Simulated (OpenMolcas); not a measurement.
**A workflow on SiO2 (silicon dioxide molecule)**

We compute the energy (UHF/STO-3G), then the energy (CASSCF(4,4)/STO-3G), then the energy (CASPT2(4,4)/STO-3G), then a single-point energy (SC-NEVPT2(4,4)/STO-3G), then a single-point energy (MRCI(4,4)/STO-3G) of SiO2 (silicon dioxide molecule). 

Program for the calculation: OpenMolcas 26.06.

1 further run of the same task is left out (for a known fault of the program).

**1. The structure to begin with**

The species is SiO2 (3 atoms), meant as a singlet with charge 0. SMILES: `O=[Si]=O`. One bond was lengthened or shortened from a relaxed shape.

Bond lengths: O1–Si2 1.864 Å, Si2–O3 1.491 Å. Angles: O1–Si2–O3 179.9°.

**2. A single-point energy at UHF/STO-3G (run 1)**

File step1.inp:

```
>>> EXPORT MOLCAS_PRINT=2

&GATEWAY
  BasLib = $CurrDir
  Coord
  3
  bohr
  O      1.63315801     2.87525609     1.21362369
  Si    -0.00137950     0.00083148    -0.00030236
  O     -1.30487479    -2.30119509    -0.97052554
  Basis = STO-3G
  Group = NoSym

&SEWARD

&SCF
  UHF
  Scramble = 0.25
  PrOrbitals = 1 1
```

The basis set STO-3G is read from a file made from the Basis Set Exchange's data (not shown).

On the command line:

```bash
$ export MOLCAS_MEM=1860
$ pymolcas step1.inp > step1.log
```

The program printed:

```text
--- Start Module: gateway ---
[...]
--- Stop Module: gateway /rc=_RC_ALL_IS_WELL_ ---
--- Start Module: seward ---
[...]
      Basis functions           19
--- Stop Module: seward /rc=_RC_ALL_IS_WELL_ ---
--- Start Module: scf ---
[...]
       Convergence after  35 Iterations
[...]
::    Total SCF energy                               -433.1184483356
[...]
      Total spin, S                                     0.4302381669
[...]
      Total electronic charge=   30.000000
      Total            charge=   -0.000000
[...]
      Dipole Moment (debye):
      Origin of the operator (angstrom)=    0.0460    0.0812    0.0342
                   X=  1.4288E-01               Y=  2.5189E-01               Z=  1.0566E-01           Total=  3.0827E-01
      Quadrupole Moment (debye*angstrom):
[...]
--- Stop Module: scf /rc=_RC_ALL_IS_WELL_ ---
[...]
```

Run time: 2.5 s. Hardware: 1 thread of Intel Xeon Platinum 8488C (Sapphire Rapids), shared host; peak memory 0.37 GiB.

**3. The energy at CASSCF(4,4)/STO-3G (run 2)**

File step2.inp:

```
* O2Si CASSCF
&GATEWAY
BasLib
$CurrDir
Coord
3
bohr
O      1.63315801     2.87525609     1.21362369
Si    -0.00137950     0.00083148    -0.00030236
O     -1.30487479    -2.30119509    -0.97052554
Basis
STO-3G
Group
NoSym
&SEWARD
&RASSCF
FileOrb
$CurrDir/step1.UnaOrb
Spin
1
Nactel
4 0 0
Inactive
13
Ras2
4
OrbListing
Nothing
OrbAppear
Compact
```

The basis set STO-3G is read from a file made from the Basis Set Exchange's data (not shown).

On the command line:

```bash
$ export MOLCAS_MEM=1860
$ pymolcas step2.inp > step2.log
```

The program printed:

```text
--- Start Module: gateway ---
[...]
--- Stop Module: gateway /rc=_RC_ALL_IS_WELL_ ---
--- Start Module: seward ---
[...]
      Basis functions           19
--- Stop Module: seward /rc=_RC_ALL_IS_WELL_ ---
--- Start Module: rasscf ---
[...]
      Number of active orbitals                  4
[...]
      Spin quantum number                      0.0
[...]
      Active orbitals                            4
[...]
      Number of CSFs                            20
[...]
      Number of root(s) required                 1
[...]
      Convergence after 18 iterations
[...]
      printout of CI-coefficients larger than  0.05 for root  1
      energy=    -433.172174
      conf/sym  1111     Coeff  Weight
             1  2200  -0.94184 0.88707
             6  2020   0.08454 0.00715
             8  2002   0.14508 0.02105
            10  udud  -0.18234 0.03325
            12  0220   0.12912 0.01667
            15  uudd   0.14660 0.02149
[...]
      Natural orbitals and occupation numbers for root  1
      sym 1:   1.894583   1.866898   0.117621   0.120897
      ************************************************************************************************************************
      *                                                    Final results                                                     *
[...]
::    RASSCF root number  1 Total energy:   -433.17217354
[...]
      Total electronic charge=   30.000000
      Total            charge=   -0.000000
[...]
      Dipole Moment (debye):
      Origin of the operator (angstrom)=    0.0460    0.0812    0.0342
                   X=  2.1220E-01               Y=  3.7744E-01               Z=  1.5811E-01           Total=  4.6097E-01
      Quadrupole Moment (debye*angstrom):
[...]
--- Stop Module: rasscf /rc=_RC_ALL_IS_WELL_ ---
[...]
```

Wall time 2 s (1 thread of Intel Xeon Platinum 8488C (Sapphire Rapids), shared host); peak memory 0.37 GiB.

**4. The energy at CASPT2(4,4)/STO-3G (run 3)**

File step3.input:

```
&GATEWAY
BasLib
$CurrDir
Coord
3
bohr
O      1.63315801     2.87525609     1.21362369
Si    -0.00137950     0.00083148    -0.00030236
O     -1.30487479    -2.30119509    -0.97052554
Basis
STO-3G
Group
NoSym
&SEWARD
&RASSCF
FileOrb
$CurrDir/step2.RasOrb
Spin
1
Nactel
4 0 0
Inactive
13
Ras2
4
OrbListing
Nothing
OrbAppear
Compact
&CASPT2
Imaginary
0.1
Frozen
7
```

The basis set STO-3G is read from a file made from the Basis Set Exchange's data (not shown).

On the command line:

```bash
$ export MOLCAS_MEM=1860
$ pymolcas step3.input > step3.log
```

The program printed:

```text
--- Start Module: gateway ---
[...]
--- Stop Module: gateway /rc=_RC_ALL_IS_WELL_ ---
[...]
      Basis functions           19
[...]
--- Start Module: rasscf ---
[...]
      Number of active orbitals                  4
[...]
      Spin quantum number                      0.0
[...]
      Active orbitals                            4
[...]
      Number of CSFs                            20
[...]
      Number of root(s) required                 1
[...]
      Convergence after  4 iterations
[...]
      printout of CI-coefficients larger than  0.05 for root  1
      energy=    -433.172174
      conf/sym  1111     Coeff  Weight
             1  2200  -0.94184 0.88707
             6  2020   0.08454 0.00715
             8  2002   0.14508 0.02105
            10  udud  -0.18235 0.03325
            12  0220   0.12912 0.01667
            15  uudd   0.14660 0.02149
[...]
      Natural orbitals and occupation numbers for root  1
      sym 1:   1.894583   1.866897   0.117622   0.120898
      ************************************************************************************************************************
      *                                                    Final results                                                     *
[...]
::    RASSCF root number  1 Total energy:   -433.17217354
[...]
      Total electronic charge=   30.000000
      Total            charge=   -0.000000
[...]
      Dipole Moment (debye):
      Origin of the operator (angstrom)=    0.0460    0.0812    0.0342
                   X=  2.1220E-01               Y=  3.7743E-01               Z=  1.5811E-01           Total=  4.6096E-01
      Quadrupole Moment (debye*angstrom):
[...]
--- Stop Module: rasscf /rc=_RC_ALL_IS_WELL_ ---
--- Start Module: caspt2 ---
[...]
 ###    WARNING: User changed nr of frozen orbitals.                         ###
 ###############################################################################
[...]
      E2 (Variational):          -0.1292164829
      Total energy:            -433.3013900269
[...]
      Reference weight:           0.91567
[...]
::    CASPT2 Root  1     Total energy:   -433.30139003
[...]
--- Stop Module: caspt2 /rc=_RC_ALL_IS_WELL_ ---
[...]
```

Wall time 1.7 s (1 thread of Intel Xeon Platinum 8488C (Sapphire Rapids), shared host); peak memory 0.37 GiB.

**5. A single-point energy at SC-NEVPT2(4,4)/STO-3G (run 4)**

File step4.inp:

```
* O2Si NEVPT2

&gateway
 baslib
 $CurrDir
 coord
 3
 bohr
 O      1.63315801     2.87525609     1.21362369
 Si    -0.00137950     0.00083148    -0.00030236
 O     -1.30487479    -2.30119509    -0.97052554
 basis
 STO-3G
 group
 NoSym

&seward

&rasscf
 fileorb
 $CurrDir/step2.RasOrb
 spin
 1
 nactel
 4 0 0
 inactive
 13
 ras2
 4
 orblisting
 Nothing
 orbappear
 Compact

&caspt2
 sc-nevpt2
 frozen
 7
```

The basis set STO-3G is read from a file made from the Basis Set Exchange's data (not shown).

On the command line:

```bash
$ export MOLCAS_MEM=1860
$ pymolcas step4.inp > step4.log
```

The program printed:

```text
--- Start Module: gateway ---
[...]
--- Stop Module: gateway /rc=_RC_ALL_IS_WELL_ ---
[...]
      Basis functions           19
[...]
--- Start Module: rasscf ---
[...]
      Number of active orbitals                  4
[...]
      Spin quantum number                      0.0
[...]
      Active orbitals                            4
[...]
      Number of CSFs                            20
[...]
      Number of root(s) required                 1
[...]
      Convergence after  4 iterations
[...]
      printout of CI-coefficients larger than  0.05 for root  1
      energy=    -433.172174
      conf/sym  1111     Coeff  Weight
             1  2200  -0.94184 0.88707
             6  2020   0.08454 0.00715
             8  2002   0.14508 0.02105
            10  udud  -0.18235 0.03325
            12  0220   0.12912 0.01667
            15  uudd   0.14660 0.02149
[...]
      Natural orbitals and occupation numbers for root  1
      sym 1:   1.894583   1.866897   0.117622   0.120898
      ************************************************************************************************************************
      *                                                    Final results                                                     *
[...]
::    RASSCF root number  1 Total energy:   -433.17217354
[...]
      Total electronic charge=   30.000000
      Total            charge=   -0.000000
[...]
      Dipole Moment (debye):
      Origin of the operator (angstrom)=    0.0460    0.0812    0.0342
                   X=  2.1220E-01               Y=  3.7743E-01               Z=  1.5811E-01           Total=  4.6096E-01
      Quadrupole Moment (debye*angstrom):
[...]
--- Stop Module: rasscf /rc=_RC_ALL_IS_WELL_ ---
--- Start Module: caspt2 ---
[...]
 ###    WARNING: User changed nr of frozen orbitals.                         ###
 ###############################################################################
[...]
      E2 (Variational):          -0.1202142111
[...]
      E2 (Variational):          -0.1196232374
      Total energy:            -433.2917967814
[...]
      Reference weight:           0.92701
[...]
::    SC-NEVPT2 Root  1     Total energy:   -433.29179678
[...]
--- Stop Module: caspt2 /rc=_RC_ALL_IS_WELL_ ---
[...]
```

Wall time 1.8 s (1 thread of Intel Xeon Platinum 8488C (Sapphire Rapids), shared host); peak memory 0.37 GiB.

**6. The energy at MRCI(4,4)/STO-3G (run 5)**

File step5.inp:

```
* O2Si MRCI
>>> EXPORT MOLCAS_PRINT=2

&GATEWAY
  BasLib=$CurrDir
  Coord
  3
  bohr
  O      1.63315801     2.87525609     1.21362369
  Si    -0.00137950     0.00083148    -0.00030236
  O     -1.30487479    -2.30119509    -0.97052554
  Basis=STO-3G
  Group=NoSym

&SEWARD

&RASSCF
  FileOrb=$CurrDir/step2.RasOrb
  Spin=1
  Nactel=4 0 0
  Inactive=13
  Ras2=4
  OrbListing=Nothing
  OrbAppear=Compact

&MOTRA
  LumOrb
  Frozen=7

&GUGA
  Electrons=16
  Spin=1
  Inactive=6
  Active=4
  CIAll=1

&MRCI
  SDCI
```

The basis set STO-3G is read from a file made from the Basis Set Exchange's data (not shown).

On the command line:

```bash
$ export MOLCAS_MEM=1860
$ pymolcas step5.inp > step5.log
```

The program printed:

```text
--- Start Module: gateway ---
[...]
--- Stop Module: gateway /rc=_RC_ALL_IS_WELL_ ---
[...]
      Basis functions           19
[...]
      Number of active orbitals                  4
[...]
      Spin quantum number                      0.0
[...]
      Active orbitals                            4
[...]
      Number of CSFs                            20
[...]
      Number of root(s) required                 1
[...]
      Convergence after  4 iterations
[...]
      printout of CI-coefficients larger than  0.05 for root  1
      energy=    -433.172174
      conf/sym  1111     Coeff  Weight
             1  2200  -0.94184 0.88707
             6  2020   0.08454 0.00715
             8  2002   0.14508 0.02105
            10  udud  -0.18235 0.03325
            12  0220   0.12912 0.01667
            15  uudd   0.14660 0.02149
[...]
      Natural orbitals and occupation numbers for root  1
      sym 1:   1.894583   1.866897   0.117622   0.120898
      ************************************************************************************************************************
      *                                                    Final results                                                     *
[...]
::    RASSCF root number  1 Total energy:   -433.17217354
[...]
      Dipole Moment (debye):
      Origin of the operator (angstrom)=    0.0460    0.0812    0.0342
                   X=  2.1220E-01               Y=  3.7743E-01               Z=  1.5811E-01           Total=  4.6096E-01
      Quadrupole Moment (debye*angstrom):
[...]
      *** WARNING: Default frozen orbitals is overwritten by user input.
      *** Default values:   4
[...]
--- Start Module: guga ---
[...]
--- Stop Module: guga /rc=_RC_ALL_IS_WELL_ ---
--- Start Module: mrci ---
[...]
       (But an ACPF correction will be computed)
       USE THE DEFAULT ACPF G-VALUE GFAC=  0.12500000000000000
[...]
                      CI ENERGY:  -433.30709711
[...]
                ACPF CORRECTION:    -0.01772543
[...]
      Total electronic charge=   30.000000
      Total            charge=   -0.000000
[...]
     ACPF CORRECTION:     -0.01772543
[...]
  CI State   1     Total energy:   -433.30709711     QDav:     -0.02064510     QACPF:     -0.01772543
[...]
--- Stop Module: mrci /rc=_RC_ALL_IS_WELL_ ---
[...]
```

Run time: 2.7 s. Hardware: 1 thread of Intel Xeon Platinum 8488C (Sapphire Rapids), shared host; peak memory 0.37 GiB.

**7. Outcome**

| quantity | value |
| --- | --- |
| run 1, UHF/STO-3G: total energy | -433.11845 Eh |
| run 1, UHF/STO-3G: dipole moment | 0.31 D |
| run 1, UHF/STO-3G: HOMO energy | -7.23 eV |
| run 1, UHF/STO-3G: LUMO energy | 7.36 eV |
| run 1, UHF/STO-3G: HOMO–LUMO gap | 14.59 eV |
| run 1, UHF/STO-3G: ⟨S²⟩ | 0.615 |
| run 2, CASSCF(4,4)/STO-3G: total energy | -433.17217 Eh |
| run 2, CASSCF(4,4)/STO-3G: dipole moment (CASSCF density) | 0.46 D |
| run 3, CASPT2(4,4)/STO-3G: total energy | -433.30139 Eh |
| run 3, CASPT2(4,4)/STO-3G: dipole moment (CASSCF density) | 0.46 D |
| run 4, SC-NEVPT2(4,4)/STO-3G: total energy | -433.29180 Eh |
| run 4, SC-NEVPT2(4,4)/STO-3G: dipole moment (CASSCF density) | 0.46 D |
| run 5, MRCI(4,4)/STO-3G: total energy | -433.30710 Eh |
| run 5, MRCI(4,4)/STO-3G: dipole moment (CASSCF density) | 0.46 D |

In words: ⟨S²⟩ (run 1, UHF/STO-3G) is 0.62 where a pure singlet has 0.00: the reference is spin-contaminated. Mulliken charges (run 1, UHF/STO-3G) run from -0.47 on O3 to +0.69 on Si2; they depend strongly on the basis. Mulliken charges (run 3, CASPT2(4,4)/STO-3G) of the CASSCF density run from -0.45 on O3 to +0.69 on Si2. Mulliken charges (run 4, SC-NEVPT2(4,4)/STO-3G) of the CASSCF density run from -0.45 on O3 to +0.69 on Si2; they depend strongly on the basis.
